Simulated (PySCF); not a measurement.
# C₄H₁₂N₂: excited states, first hyperpolarisability

Wanted: excited states, first hyperpolarisability for C₄H₁₂N₂ (`C[C@H](N)CCN`).

Programs: PySCF 2.14.0, with routines of our own; each step states its level. All values are computed. Atoms count from 0.

## 1. The system as given

18 atoms, charge 0, multiplicity 1; geometry from: GFN2-xTB.

## 2. Optimising the geometry at PBE0-D3(BJ)/def2-SVP

Job settings and geometry (Å):

```
{"job": {"xc": "PBE0", "basis": "def2-SVP", "d3": "d3bj", "grid": 2, "kind": "geom"}, "charge": 0, "multiplicity": 1}
C     -1.691819     0.750286     0.258551
C     -0.935549    -0.257260    -0.615570
N     -1.618280    -1.540432    -0.723820
C      0.477382    -0.523966    -0.089035
C      1.431623     0.654654    -0.259064
N      2.747222     0.292965     0.246889
H     -1.194436     1.715725     0.256881
H     -1.748323     0.389345     1.284335
H     -2.705427     0.888255    -0.116108
H     -0.863945     0.143033    -1.635229
H     -1.698105    -1.963470     0.195816
H     -2.558606    -1.411366    -1.082616
H      0.434654    -0.790025     0.968383
H      0.875271    -1.384000    -0.631935
H      1.086650     1.508114     0.330507
H      1.441737     0.958953    -1.320490
H      3.393136     1.067811     0.140466
H      3.118057    -0.492304    -0.278658
```

On the command line:

```bash
$ OMP_NUM_THREADS=1 python excited_run.py task.json out
```

The driver reads the jobs from task.json and runs them one after another.

Output:

```text
step   0  E = -268.63912127  max force = 0.016983
step   1  E = -268.64058564  max force = 0.002581
step   2  E = -268.64062691  max force = 0.000630
step   3  E = -268.64063494  max force = 0.000276
optimisation converged
```

Wall time 36 s (1 thread of Intel Xeon Platinum 8488C, shared host); peak memory 0.76 GiB.

Step by step:

```tsv
step	energy from step 0 (eV)	largest force component (eV/Å)
0	0.0000	0.8733
1	-0.0398	0.1327
2	-0.0410	0.0324
3	-0.0412	0.0142
```

Distances of close pairs at the start and the end, largest changes first:

```tsv
bond	before (Å)	after (Å)	change (Å)
C0–H6	1.086	1.101	+0.015
C0–H7	1.089	1.103	+0.014
C3–H12	1.091	1.105	+0.014
C0–H8	1.089	1.102	+0.012
C3–H13	1.092	1.103	+0.011
C4–H14	1.093	1.103	+0.010
C4–H15	1.104	1.113	+0.009
C1–H9	1.098	1.106	+0.009
```

The next job starts from the end point, and lists it.

```tsv
at the end point	value
point group (found at 0.08 Å tolerance)	C1
rotational constants (GHz, main isotopes)	6.974, 1.750, 1.504
dipole moment (D)	1.16
```

## 3. Excited states: TDA CAM-B3LYP/def2-TZVPD

Job settings and geometry (Å):

```
{"job": {"kind": "states", "xc": "CAM-B3LYP", "basis": "def2-TZVPD", "tda": true, "soc": true, "nstates": 6, "ntriplets": 5, "nquad": 4}, "charge": 0, "multiplicity": 1}
C     -1.703132     0.778836     0.211479
C     -0.965249    -0.276995    -0.611105
N     -1.660027    -1.554413    -0.679051
C      0.451114    -0.527644    -0.102464
C      1.402006     0.651823    -0.213439
N      2.711901     0.295100     0.295035
H     -1.198030     1.757189     0.193067
H     -1.782043     0.460956     1.264975
H     -2.724814     0.929225    -0.172278
H     -0.884536     0.096130    -1.649555
H     -1.741556    -1.945038     0.260003
H     -2.614736    -1.417664    -1.006519
H      0.418459    -0.850771     0.953739
H      0.856335    -1.380711    -0.672998
H      1.022218     1.492756     0.391023
H      1.399338     1.009829    -1.267470
H      3.351691     1.082836     0.224882
H      3.114258    -0.450039    -0.271320
```

Method: TDA CAM-B3LYP/def2-TZVPD excited states, vertical, gas phase, spin-orbit mean-field couplings.

Output:

```text
coarse grid: 13912 points
cycle   1  E = -269.0615784082  dE =  5.636e-01  |g| = 4.801e-01  |ddm| = 4.462e+00
cycle   2  E = -269.0699550853  dE = -8.377e-03  |g| = 4.825e-01  |ddm| = 3.184e+00
cycle   3  E = -269.1170628586  dE = -4.711e-02  |g| = 4.875e-02  |ddm| = 1.152e+00
cycle   4  E = -269.1174632150  dE = -4.004e-04  |g| = 2.214e-02  |ddm| = 1.727e-01
cycle   5  E = -269.1175678943  dE = -1.047e-04  |g| = 5.472e-03  |ddm| = 5.028e-02
cycle   6  E = -269.1175753987  dE = -7.504e-06  |g| = 8.739e-04  |ddm| = 2.304e-02
final grid: 131280 points
cycle   7  E = -269.1082453013  dE = -6.213e-05  |g| = 5.627e-03  |ddm| = 3.354e-01
cycle   8  E = -269.1082458842  dE = -5.829e-07  |g| = 5.502e-03  |ddm| = 3.947e-02
cycle   9  E = -269.1082525766  dE = -6.692e-06  |g| = 3.724e-04  |ddm| = 1.152e-02
cycle  10  E = -269.1082525952  dE = -1.864e-08  |g| = 2.535e-04  |ddm| = 2.685e-03
cycle  11  E = -269.1082526084  dE = -1.319e-08  |g| = 3.502e-05  |ddm| = 5.676e-04
cycle  12  E = -269.1082526088  dE = -3.390e-10  |g| = 8.552e-06  |ddm| = 2.344e-04
converged SCF energy = -269.1082526088

Singlet excitations
state   eV       nm        f     d(h-e)  d(exc)  Lambda  PR(NTO)  |dmu|/D   mu/D   main configurations
  1   6.0033   206.5   0.01282   0.959   3.023   0.311   1.007    4.654    4.553   H->L 0.40, H->L+1 0.37
  2   6.1668   201.1   0.03962   0.895   3.101   0.307   1.008    4.230    4.312   H-1->L 0.37, H-1->L+1 0.29
  3   6.9875   177.4   0.00533   0.787   3.554   0.283   1.053    2.323    1.606   H-1->L+2 0.34, H-1->L+3 0.18, H->L+2 0.17
  4   7.0394   176.1   0.02229   0.644   3.515   0.273   1.059    1.820    1.086   H->L+2 0.38, H->L+5 0.17, H-1->L+2 0.15
  5   7.2382   171.3   0.01603   1.769   4.203   0.300   1.018                     H->L+4 0.29, H->L 0.26, H->L+1 0.15
  6   7.3428   168.9   0.00554   2.106   4.380   0.306   1.013                     H-1->L 0.27, H-1->L+4 0.26, H-1->L+1 0.17

Triplet excitations (Tamm-Dancoff)
state   eV     d(h-e)  d(exc)  Lambda  PR(NTO)   main configurations
  1   5.7354   0.944   2.894   0.312   1.009   H->L+1 0.38, H->L 0.35
  2   5.8974   0.919   2.958   0.307   1.007   H-1->L 0.32, H-1->L+1 0.30
  3   6.8650   0.684   3.428   0.285   1.062   H-1->L+2 0.33, H-1->L+3 0.18, H->L+2 0.16
  4   6.8940   0.616   3.375   0.276   1.069   H->L+2 0.36, H->L+5 0.18, H-1->L+2 0.15
  5   7.0767   1.522   3.794   0.295   1.035   H->L+4 0.33, H->L 0.21
S1 - T1 = 0.2679 eV

Spin-orbit couplings |<S|Hso|T>| (cm-1)
             T1       T2       T3       T4       T5
S0        9.045   10.689   10.731   12.710    8.585
S1        0.053    0.096    0.228    1.972    1.488
S2        0.130    0.173    2.812    0.444    0.676
S3        0.224    2.172    0.560    0.364    0.694
S4        1.557    0.323    0.472    0.446    1.943
S5        1.234    0.767    0.593    1.991    0.438
S6        1.156    2.607    0.904    0.086    0.742
T1 sublevels (cm-1): 0.000 0.000 0.002   radiative rates (1/s): 45.9 34.2 23.8
```

Wall time 78 s (1 thread of Intel Xeon Platinum 8488C, shared host); peak memory 1.4 GiB.

Key values:

```tsv
quantity	value
S1 less T1	0.27 eV
```

## 4. Excited states: TDDFT CAM-B3LYP/def2-TZVPD

The job, as its differences from that of step 3:

```diff
@@ -1,2 +1,2 @@
-{"job": {"kind": "states", "xc": "CAM-B3LYP", "basis": "def2-TZVPD", "tda": true, "soc": true, "nstates": 6, "ntriplets": 5, "nquad": 4}, "charge": 0, "multiplicity": 1}
+{"job": {"kind": "states", "xc": "CAM-B3LYP", "basis": "def2-TZVPD", "tpa": true, "nstates": 8, "nquad": 6, "ntriplets": 0}, "charge": 0, "multiplicity": 1}
 C     -1.703132     0.778836     0.211479
```

Level: TDDFT CAM-B3LYP/def2-TZVPD excited states, vertical, gas phase, two-photon moments by quadratic response.

Output:

```text
coarse grid: 13912 points
cycle   1  E = -269.0615784082  dE =  5.636e-01  |g| = 4.801e-01  |ddm| = 4.462e+00
cycle   2  E = -269.0699550853  dE = -8.377e-03  |g| = 4.825e-01  |ddm| = 3.184e+00
cycle   3  E = -269.1170628586  dE = -4.711e-02  |g| = 4.875e-02  |ddm| = 1.152e+00
cycle   4  E = -269.1174632150  dE = -4.004e-04  |g| = 2.214e-02  |ddm| = 1.727e-01
cycle   5  E = -269.1175678943  dE = -1.047e-04  |g| = 5.472e-03  |ddm| = 5.028e-02
cycle   6  E = -269.1175753987  dE = -7.504e-06  |g| = 8.739e-04  |ddm| = 2.304e-02
final grid: 131280 points
cycle   7  E = -269.1082453013  dE = -6.213e-05  |g| = 5.627e-03  |ddm| = 3.354e-01
cycle   8  E = -269.1082458842  dE = -5.829e-07  |g| = 5.502e-03  |ddm| = 3.947e-02
cycle   9  E = -269.1082525766  dE = -6.692e-06  |g| = 3.724e-04  |ddm| = 1.152e-02
cycle  10  E = -269.1082525952  dE = -1.864e-08  |g| = 2.535e-04  |ddm| = 2.685e-03
cycle  11  E = -269.1082526084  dE = -1.319e-08  |g| = 3.502e-05  |ddm| = 5.676e-04
cycle  12  E = -269.1082526088  dE = -3.388e-10  |g| = 8.552e-06  |ddm| = 2.344e-04
converged SCF energy = -269.1082526088

Singlet excitations
state   eV       nm        f     d(h-e)  d(exc)  Lambda  PR(NTO)  |dmu|/D   mu/D   delta(TPA)   sigma/GM   main configurations
  1   5.9903   207.0   0.01172   0.971   3.030   0.311   1.008    4.672    4.577       33.06      0.435   H->L 0.40, H->L+1 0.38
  2   6.1529   201.5   0.03582   0.907   3.108   0.307   1.009    4.251    4.335       36.78      0.510   H-1->L 0.37, H-1->L+1 0.30
  3   6.9815   177.6   0.00466   0.796   3.555   0.283   1.050    2.340    1.608       38.54      0.688   H-1->L+2 0.35, H-1->L+3 0.19, H->L+2 0.16
  4   7.0332   176.3   0.02033   0.651   3.518   0.273   1.055    1.839    1.092        9.62      0.174   H->L+2 0.39, H->L+5 0.17, H-1->L+2 0.15
  5   7.2301   171.5   0.01484   1.759   4.193   0.300   1.019    6.112    5.780       65.01      1.245   H->L+4 0.30, H->L 0.26, H->L+1 0.15
  6   7.3378   169.0   0.00506   2.090   4.368   0.306   1.014    7.757    8.042       54.02      1.066   H-1->L+4 0.27, H-1->L 0.27, H-1->L+1 0.17
  7   7.4624   166.1   0.04875   1.917   4.158   0.268   1.027                                            H->L+3 0.37, H->L+2 0.18, H->L+6 0.12
  8   7.5255   164.8   0.00377   1.944   4.293   0.283   1.037                                            H-1->L+3 0.54, H-1->L+2 0.11
```

Run time: 95 s. Hardware: 1 thread of Intel Xeon Platinum 8488C, shared host; peak memory 1.4 GiB.

## 5. First hyperpolarisability: quadratic response CAM-B3LYP/def2-TZVPD

The job, as its differences from that of step 4:

```diff
@@ -1,2 +1,2 @@
-{"job": {"kind": "states", "xc": "CAM-B3LYP", "basis": "def2-TZVPD", "tpa": true, "nstates": 8, "nquad": 6, "ntriplets": 0}, "charge": 0, "multiplicity": 1}
+{"job": {"kind": "beta", "xc": "CAM-B3LYP", "basis": "def2-TZVPD"}, "charge": 0, "multiplicity": 1}
 C     -1.703132     0.778836     0.211479
```

With the program's defaults for keys left out, this is: quadratic response CAM-B3LYP/def2-TZVPD first hyperpolarisability, Taylor convention, gas phase.

Output:

```text
coarse grid: 13912 points
cycle   1  E = -269.0615784082  dE =  5.636e-01  |g| = 4.801e-01  |ddm| = 4.462e+00
cycle   2  E = -269.0699550853  dE = -8.377e-03  |g| = 4.825e-01  |ddm| = 3.184e+00
cycle   3  E = -269.1170628586  dE = -4.711e-02  |g| = 4.875e-02  |ddm| = 1.152e+00
cycle   4  E = -269.1174632150  dE = -4.004e-04  |g| = 2.214e-02  |ddm| = 1.727e-01
cycle   5  E = -269.1175678943  dE = -1.047e-04  |g| = 5.472e-03  |ddm| = 5.028e-02
cycle   6  E = -269.1175753987  dE = -7.504e-06  |g| = 8.739e-04  |ddm| = 2.304e-02
final grid: 131280 points
cycle   7  E = -269.1082453013  dE = -6.213e-05  |g| = 5.627e-03  |ddm| = 3.354e-01
cycle   8  E = -269.1082458842  dE = -5.829e-07  |g| = 5.502e-03  |ddm| = 3.947e-02
cycle   9  E = -269.1082525766  dE = -6.692e-06  |g| = 3.724e-04  |ddm| = 1.152e-02
cycle  10  E = -269.1082525952  dE = -1.864e-08  |g| = 2.535e-04  |ddm| = 2.685e-03
cycle  11  E = -269.1082526084  dE = -1.319e-08  |g| = 3.502e-05  |ddm| = 5.676e-04
cycle  12  E = -269.1082526088  dE = -3.386e-10  |g| = 8.552e-06  |ddm| = 2.344e-04
converged SCF energy = -269.1082526088

Lowest singlets (eV, f): 5.9903 0.0117  6.1529 0.0358  6.9815 0.0047

First hyperpolarisability (au)
process     nm      |vector|   parallel      HRS      DR
static         -       63.45     -22.68      32.25   3.079
shg       1907.0       66.12     -23.57      33.55   3.075
eope      1907.0       64.32     -22.97          -       -
shg       1064.0       72.77     -25.79      36.81   3.055
eope      1064.0       66.31     -23.64          -       -
```

It took 69 s on 1 thread of Intel Xeon Platinum 8488C, shared host; peak memory 1.4 GiB.

## 6. Excited states: TDA CAM-B3LYP/def2-TZVPD in dimethylsulfoxide

The job, as its differences from that of step 5:

```diff
@@ -1,2 +1,2 @@
-{"job": {"kind": "beta", "xc": "CAM-B3LYP", "basis": "def2-TZVPD"}, "charge": 0, "multiplicity": 1}
+{"job": {"kind": "states", "xc": "CAM-B3LYP", "basis": "def2-TZVPD", "tda": true, "soc": true, "nstates": 6, "ntriplets": 5, "nquad": 4, "solvent": "dimethylsulfoxide"}, "charge": 0, "multiplicity": 1}
 C     -1.703132     0.778836     0.211479
```

With the program's defaults for keys left out, this is: TDA CAM-B3LYP/def2-TZVPD excited states, vertical, IEF-PCM dimethylsulfoxide (non-equilibrium response), spin-orbit mean-field couplings.

Output:

```text
coarse grid: 13912 points
cycle   1  E = -269.0787929780  dE =  5.468e-01  |g| = 4.584e-01  |ddm| = 4.470e+00
cycle   2  E = -269.0894347913  dE = -1.064e-02  |g| = 4.489e-01  |ddm| = 3.088e+00
cycle   3  E = -269.1295439734  dE = -4.011e-02  |g| = 4.559e-02  |ddm| = 1.030e+00
cycle   4  E = -269.1299253571  dE = -3.814e-04  |g| = 2.177e-02  |ddm| = 2.054e-01
cycle   5  E = -269.1300321299  dE = -1.068e-04  |g| = 5.115e-03  |ddm| = 5.972e-02
cycle   6  E = -269.1300406491  dE = -8.519e-06  |g| = 8.796e-04  |ddm| = 3.331e-02
final grid: 131280 points
cycle   7  E = -269.1206128325  dE = -6.231e-05  |g| = 5.426e-03  |ddm| = 3.385e-01
cycle   8  E = -269.1206138124  dE = -9.799e-07  |g| = 5.142e-03  |ddm| = 3.837e-02
cycle   9  E = -269.1206195955  dE = -5.783e-06  |g| = 3.742e-04  |ddm| = 1.187e-02
cycle  10  E = -269.1206196139  dE = -1.842e-08  |g| = 2.622e-04  |ddm| = 2.501e-03
cycle  11  E = -269.1206196282  dE = -1.428e-08  |g| = 2.741e-05  |ddm| = 5.334e-04
cycle  12  E = -269.1206196285  dE = -2.522e-10  |g| = 6.973e-06  |ddm| = 1.738e-04
converged SCF energy = -269.1206196285

Singlet excitations
state   eV       nm        f     d(h-e)  d(exc)  Lambda  PR(NTO)  |dmu|/D   mu/D   main configurations
  1   6.2724   197.7   0.01937   0.754   3.036   0.307   1.007    4.092    4.342   H->L 0.45, H->L+1 0.40
  2   6.4187   193.2   0.06176   0.664   3.121   0.300   1.007    3.701    4.190   H-1->L 0.44, H-1->L+1 0.31
  3   7.2521   171.0   0.00205   0.674   3.576   0.275   1.235    2.444    1.912   H-1->L+2 0.26, H->L+2 0.25, H-1->L+3 0.25
  4   7.2767   170.4   0.05183   0.586   3.597   0.266   1.262    1.985    1.405   H->L+2 0.46, H-1->L+2 0.23, H->L+5 0.17
  5   7.4360   166.7   0.02867   1.654   4.103   0.291   1.022                     H->L+4 0.29, H->L 0.27, H->L+1 0.18
  6   7.5555   164.1   0.00382   2.066   4.283   0.299   1.016                     H-1->L+4 0.28, H-1->L 0.26, H-1->L+1 0.23

Triplet excitations (Tamm-Dancoff)
state   eV     d(h-e)  d(exc)  Lambda  PR(NTO)   main configurations
  1   6.0335   0.719   2.915   0.307   1.010   H->L+1 0.41, H->L 0.40
  2   6.1834   0.685   2.976   0.300   1.009   H-1->L 0.37, H-1->L+1 0.31
  3   7.1423   0.720   3.524   0.268   1.262   H->L+2 0.66, H->L+5 0.12
  4   7.1623   0.673   3.470   0.278   1.289   H-1->L+2 0.47, H-1->L+3 0.22
  5   7.3059   1.419   3.771   0.286   1.034   H->L+4 0.33, H->L 0.20, H->L+3 0.12
S1 - T1 = 0.2389 eV

Spin-orbit couplings |<S|Hso|T>| (cm-1)
             T1       T2       T3       T4       T5
S0        8.506    9.686    4.551   11.770    9.509
S1        0.143    0.150    0.612    0.369    1.323
S2        0.178    0.071    0.721    1.767    0.804
S3        0.181    1.546    0.481    0.502    0.940
S4        0.704    0.633    0.755    0.377    1.894
S5        1.372    0.875    1.645    0.575    0.519
S6        1.247    2.547    0.692    1.167    0.767
T1 sublevels (cm-1): 0.000 0.000 0.001   radiative rates (1/s): 46.4 6.78 14.4
```

It took 75 s on 1 thread of Intel Xeon Platinum 8488C, shared host; peak memory 1.4 GiB.

In short:

```tsv
quantity	value
S1 less T1	0.24 eV
```

## 7. Summary of results

| quantity | value |
| --- | --- |
| point group | C1 |
| rotational constants (main isotopes) | 6.97, 1.75, 1.50 GHz |
| S1 less T1 (step 3, TDA CAM-B3LYP/def2-TZVPD) | 0.27 eV |
| β vector (step 5, quadratic response CAM-B3LYP/def2-TZVPD) | static 63, SHG 1907.0 nm 66, SHG 1064.0 nm 73 au |
| S1 less T1 (step 6, TDA CAM-B3LYP/def2-TZVPD in dimethylsulfoxide) | 0.24 eV |

What this shows: Over 3 steps the energy fell by 0.041 eV; of the close pairs, C0–H6 changed most, 1.086 to 1.101 Å. No frequency check was run at this level, so the end point may be a saddle. In step 3, the number of triplets below S1 is 2, and the largest singlet-triplet spin-orbit coupling is S0–T4, 12.71 cm⁻¹. β grows from 63 au (static) to 73 au for doubling at 1064.0 nm: normal dispersion, which grows as twice the photon energy moves toward the bright states. In step 6, the number of triplets below S1 is 2, and the largest singlet-triplet spin-orbit coupling is S0–T4, 11.77 cm⁻¹.
